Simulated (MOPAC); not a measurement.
MOPAC input (PM6):

```
PM6 PRECISE GNORM=0.05 LET XYZ UHF MS=0.5 GEO-OK AUX(PRECISION=9) THREADS=1
C4H5

C     0.05579033 1    1.15754012 1    0.28323632 1
C     0.06380645 1   -1.16293543 1    0.25834942 1
C     0.76494387 1    0.00613078 1   -0.32524909 1
C    -0.67692040 1    0.00170417 1   -0.37693512 1
H     0.02306974 1    1.28115780 1    1.36609250 1
H     0.06246247 1    2.08444980 1   -0.27861575 1
H     0.03202083 1   -1.30997191 1    1.33830284 1
H     0.07684004 1   -2.07751359 1   -0.32325246 1
H    -1.44011468 1    0.00724010 1   -1.13893632 1
```

Output:

```
 *******************************************************************************
 **                                                                           **
 **                              MOPAC v23.2.5                                **
 **                                                                           **
 *******************************************************************************
 ** MOPAC's Digital Object Identifier: https://doi.org/10.5281/zenodo.6511958 **
 **                                                                           **
 ** Please cite the open-source release paper for use of this MOPAC version:  **
 ** J. E. Moussa and J. J. P. Stewart (2026)                                  **
 ** MOPAC: An open-source semiempirical molecular orbital program             **
 ** J. Open Source Softw., 11(119), 8025, https://doi.org/10.21105/joss.08025 **
 *******************************************************************************

                              PM6 CALCULATION RESULTS

 *******************************************************************************
 *  PM6        - The PM6 Hamiltonian to be used
 *  GEO-OK     - OVERRIDE INTERATOMIC DISTANCE AND OTHER SAFETY CHECKS
 *  UHF        - UNRESTRICTED HARTREE-FOCK CALCULATION
 *  MS=        - IN MECI, MAGNETIC COMPONENT OF SPIN =  0.5
 *  LET        - OVERRIDE SOME SAFETY CHECKS
 *  PRECISE    - TIGHTER CRITERIA TO BE USED
 *  XYZ        - CARTESIAN COORDINATE SYSTEM TO BE USED
 *  GNORM      - EXIT WHEN GRADIENT NORM DROPS BELOW 0.050
 *  AUX        - OUTPUT AUXILIARY INFORMATION
 *******************************************************************************
PM6 PRECISE GNORM=0.05 LET XYZ UHF MS=0.5 GEO-OK AUX(PRECISION=9) THREADS=1
 C4H5

   ATOM   CHEMICAL          X               Y               Z
  NUMBER   SYMBOL      (ANGSTROMS)     (ANGSTROMS)     (ANGSTROMS)

     1       C          0.05579033  *   1.15754012  *   0.28323632  *
     2       C          0.06380645  *  -1.16293543  *   0.25834942  *
     3       C          0.76494387  *   0.00613078  *  -0.32524909  *
     4       C         -0.67692040  *   0.00170417  *  -0.37693512  *
     5       H          0.02306974  *   1.28115780  *   1.36609250  *
     6       H          0.06246247  *   2.08444980  *  -0.27861575  *
     7       H          0.03202083  *  -1.30997191  *   1.33830284  *
     8       H          0.07684004  *  -2.07751359  *  -0.32325246  *
     9       H         -1.44011468  *   0.00724010  *  -1.13893632  *

          CARTESIAN COORDINATES

    NO.       ATOM           X           Y           Z

     1         C          0.0558      1.1575      0.2832
     2         C          0.0638     -1.1629      0.2583
     3         C          0.7649      0.0061     -0.3252
     4         C         -0.6769      0.0017     -0.3769
     5         H          0.0231      1.2812      1.3661
     6         H          0.0625      2.0844     -0.2786
     7         H          0.0320     -1.3100      1.3383
     8         H          0.0768     -2.0775     -0.3233
     9         H         -1.4401      0.0072     -1.1389

 General Reference for PM6:
 "Optimization of Parameters for Semiempirical Methods V: Modification of NDDO Approximations
 and Application to 70 Elements", J. J. P. Stewart, J. Mol. Mod., 13, 1173-1213 (2007)
 URL: https://link.springer.com/article/10.1007/s00894-007-0233-4

           Empirical Formula: C4 H5  =     9 atoms

      MOLECULAR POINT GROUP   :   Cs

          UHF CALCULATION, NO. OF ALPHA ELECTRONS =   11
                           NO. OF BETA  ELECTRONS =   10

          Geometry optimization using EF

          DIAGONAL MATRIX USED AS START HESSIAN

 CYCLE:     1  GRAD.:    80.582 HEAT:  122.8116
 CYCLE:     2  GRAD.:   322.723 HEAT:  147.0334
 CYCLE:     3  GRAD.:    90.745 HEAT:  124.5546
 CYCLE:     4  GRAD.:   266.591 HEAT:  143.4456
 CYCLE:     5  GRAD.:    70.669 HEAT:  122.6032
 CYCLE:     6  GRAD.:   201.726 HEAT:  138.8449
 CYCLE:     7  GRAD.:   109.438 HEAT:  125.8683
 CYCLE:     8  GRAD.:   143.495 HEAT:  131.5946
 CYCLE:     9  GRAD.:    62.080 HEAT:  121.4264
 CYCLE:    10  GRAD.:   125.044 HEAT:  127.9621
 CYCLE:    11  GRAD.:    10.999 HEAT:  119.7257
 CYCLE:    12  GRAD.:     2.901 HEAT:  119.6695
 CYCLE:    13  GRAD.:     9.957 HEAT:  119.6849
 CYCLE:    14  GRAD.:     4.991 HEAT:  119.6731
 CYCLE:    15  GRAD.:     4.018 HEAT:  119.6629
 CYCLE:    16  GRAD.:     0.741 HEAT:  119.6523
 CYCLE:    17  GRAD.:     1.000 HEAT:  119.6511
 CYCLE:    18  GRAD.:     2.153 HEAT:  119.6517
 CYCLE:    19  GRAD.:     0.405 HEAT:  119.6493
 CYCLE:    20  GRAD.:     0.313 HEAT:  119.6492
 CYCLE:    21  GRAD.:     0.413 HEAT:  119.6491
 CYCLE:    22  GRAD.:     0.072 HEAT:  119.6490
 CYCLE:    23  GRAD.:     0.102 HEAT:  119.6490
 CYCLE:    24  GRAD.:     0.041 HEAT:  119.6490

     GRADIENT =  0.04120 IS LESS THAN CUTOFF =  0.05000

 -------------------------------------------------------------------------------
 PM6 PRECISE GNORM=0.05 LET XYZ UHF MS=0.5 GEO-OK AUX(PRECISION=9) THREADS=1
 C4H5

     GEOMETRY OPTIMISED USING EIGENVECTOR FOLLOWING (EF).
     SCF FIELD WAS ACHIEVED

                              PM6 CALCULATION
                                                       MOPAC v23.2.5 Linux

          FINAL HEAT OF FORMATION =        119.64897 KCAL/MOL =     500.61131 KJ/MOL

          COSMO AREA              =         97.90 SQUARE ANGSTROMS
          COSMO VOLUME            =         82.83 CUBIC ANGSTROMS

          GRADIENT NORM           =          0.04120          =       0.01373 PER ATOM
          IONIZATION POTENTIAL    =          9.821135 EV
          ALPHA SOMO LUMO (EV)    =         -9.821  1.507
          BETA  SOMO LUMO (EV)    =         -9.953 -0.196
          NO. OF ALPHA ELECTRONS  =         11
          NO. OF BETA  ELECTRONS  =         10
          MOLECULAR WEIGHT        =         53.0835         POINT GROUP:  Cs

          MOLECULAR DIMENSIONS (Angstroms)

            Atom       Atom       Distance
            H     8    H     6     4.24373
            H     9    H     7     2.83253
            H     9    C     3     1.50732

          SCF CALCULATIONS        =         25

   ATOM   CHEMICAL          X               Y               Z
  NUMBER   SYMBOL      (ANGSTROMS)     (ANGSTROMS)     (ANGSTROMS)

     1       C          0.06646330  *   1.18412230  *   0.26502355  *
     2       C          0.07467464  *  -1.18904427  *   0.23957283  *
     3       C          0.77522341  *   0.00564381  *  -0.27575246  *
     4       C         -0.69667658  *   0.00186013  *  -0.39717723  *
     5       H          0.01701946  *   1.36019350  *   1.33925982  *
     6       H          0.09247431  *   2.12534810  *  -0.28431609  *
     7       H          0.02652019  *  -1.38846078  *   1.30983007  *
     8       H          0.10713390  *  -2.11811364  *  -0.32982380  *
     9       H         -1.53051715  *   0.00590370  *  -1.04465787  *

                             CARTESIAN COORDINATES

   1    C        0.066463299     1.184122300     0.265023552
   2    C        0.074674642    -1.189044274     0.239572826
   3    C        0.775223405     0.005643810    -0.275752461
   4    C       -0.696676575     0.001860129    -0.397177234
   5    H        0.017019465     1.360193503     1.339259817
   6    H        0.092474305     2.125348102    -0.284316089
   7    H        0.026520188    -1.388460783     1.309830069
   8    H        0.107133899    -2.118113638    -0.329823800
   9    H       -1.530517149     0.005903699    -1.044657874

           Empirical Formula: C4 H5  =     9 atoms

      MOLECULAR POINT GROUP   :   Cs

          ALPHA EIGENVALUES
 -31.82985 -24.34915 -20.33537 -19.07814 -16.07868 -15.06271 -13.65572 -13.22244
 -12.14897 -10.27461  -9.82114   1.50699   2.67715   3.72747   3.89750   4.29621
   5.50605   5.54241   5.80514   5.98656   6.18512

           BETA EIGENVALUES
 -31.73099 -24.27196 -20.28987 -18.72086 -15.64567 -14.95429 -13.14929 -12.99437
 -11.89438  -9.95253  -0.19634   1.84462   2.82479   3.76647   4.23819   4.46871
   5.55952   5.58032   5.82997   6.03614   6.19111

              NET ATOMIC CHARGES AND DIPOLE CONTRIBUTIONS

  ATOM NO.   TYPE          CHARGE      No. of ELECS.   s-Pop       p-Pop
    1          C          -0.305323        4.3053     1.09629     3.20903
    2          C          -0.305331        4.3053     1.09631     3.20902
    3          C           0.069098        3.9309     1.24252     2.68839
    4          C          -0.310396        4.3104     1.08762     3.22277
    5          H           0.162867        0.8371     0.83713
    6          H           0.167517        0.8325     0.83248
    7          H           0.162872        0.8371     0.83713
    8          H           0.167522        0.8325     0.83248
    9          H           0.191175        0.8088     0.80883
 DIPOLE           X         Y         Z       TOTAL
 POINT-CHG.    -0.122    -0.005     0.380     0.399
 HYBRID        -0.505    -0.002     0.015     0.506
 SUM           -0.627    -0.006     0.394     0.741

          ATOMIC ORBITAL ELECTRON POPULATIONS

     Atom    s        px        py        pz
    1  C   1.09629   1.05860   1.02278   1.12765
    2  C   1.09631   1.05833   1.01984   1.13086
    3  C   1.24252   0.88646   0.89423   0.90770
    4  C   1.08762   1.08270   0.95401   1.18606
    5  H   0.83713
    6  H   0.83248
    7  H   0.83713
    8  H   0.83248
    9  H   0.80883

                    (SZ)    =    0.500000
                    (S**2)  =    0.756720

          ATOMIC ORBITAL SPIN POPULATIONS

    Atom   Total    s     px     py     pz
         Atomic
    1  C  0.0630 -0.000  0.063 -0.002  0.002
    2  C  0.0630 -0.000  0.063 -0.002  0.002
    3  C  0.9086  0.171  0.353  0.017  0.369
    4  C -0.0498 -0.002 -0.036 -0.013  0.002
    5  H  0.0071  0.007
    6  H -0.0010 -0.001
    7  H  0.0071  0.007
    8  H -0.0010 -0.001
    9  H  0.0030  0.003

 **********************
 *                    *
 * JOB ENDED NORMALLY *
 *                    *
 **********************

 == MOPAC DONE ==
```
